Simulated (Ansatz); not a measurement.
Cost and result for the atomization energy of C$_{4}$H$_{2}$ (`C1=C=CC=1`) (6 atoms, 6 bonds).

Charge 0, multiplicity 1. The geometry is a stationary point of PBE0-D4/def2-TZVP. Program: Ansatz. All runs use 2 threads of an Arm Neoverse V1 on a shared host. Times are those of one run each, without the atoms' runs, and a repeat can differ threefold. Electronic energies, without spin–orbit coupling; frozen cores. CCSD(T)/CBS adds CCSD(T) − MP2 in def2-TZVPP to the MP2 limit, and its time is that of the two runs behind it. T1 = 0.027. HSE06 is the plane-wave form, built on full-range PBE exchange.

CCSD(T)/CBS is a level of theory with its own doubt, some kJ/mol a heavy atom from the limit and from the frozen cores, so smaller differences don't rank the functionals.

| level | functions | wall time | atomization (kcal/mol) | difference from CCSD(T)/CBS | per bond |
| --- | --- | --- | --- | --- | --- |
| LDA (SPW92)/def2-TZVPP | 152 | 0.8 s | 739.7 | 119.2 | 19.9 |
| BLYP-D4/def2-TZVPP | 152 | 1.3 s | 627.5 | 7.0 | 1.2 |
| CCSD(T)/def2-SVP | 66 | 1.3 s | 593.7 | -26.8 | -4.5 |
| PBE-D4/def2-TZVPP (with forces) | 152 | 1.4 s | 660.0 | 39.5 | 6.6 |
| HSE06-D4/def2-TZVPP | 152 | 1.7 s | 638.3 | 17.8 | 3.0 |
| CAM-B3LYP-D4/def2-TZVPP | 152 | 1.8 s | 619.3 | -1.2 | -0.2 |
| r2SCANh-D4/def2-TZVPP | 152 | 2.8 s | 622.9 | 2.4 | 0.4 |
| r2SCAN-D4/def2-TZVPP (with forces) | 152 | 2.9 s | 629.9 | 9.4 | 1.6 |
| ωB97X-V/def2-TZVPP | 152 | 4.3 s | 622.3 | 1.8 | 0.3 |
| B97M-V/def2-TZVPP | 152 | 6 s | 634.1 | 13.6 | 2.3 |
| MP2/def2-QZVPP | 288 | 9.5 s | 633.8 | 13.3 | 2.2 |
| CCSD(T)/def2-TZVPP | 152 | 16 s | 602.6 | -17.9 | -3.0 |
| CCSD(T)/CBS(def2) | – | 26 s | 620.5 | 0.0 | 0.0 |

From r2SCAN to r2SCAN0 (25 % exact exchange), in def2-TZVPP and without D4, the atomization energy moves by −17.0 kcal/mol: exact exchange takes away binding that semilocal exchange gives to molecules. The D4 term adds +3.5 kcal/mol with B3LYP and +1.8 kcal/mol with PBE0; it sums over pairs of atoms, weighted by their polarisabilities, and B3LYP, whose exchange is more repulsive, gets the larger term. At CCSD(T), def2-SVP lies −26.8 kcal/mol from the extrapolated value and def2-TZVPP −18.0 kcal/mol: correlation converges slowly with the basis, and small sets miss more of it in the bonded molecule than in its fragments.

B3LYP here is the variant with VWN-RPA as its local correlation; programs differ in this.
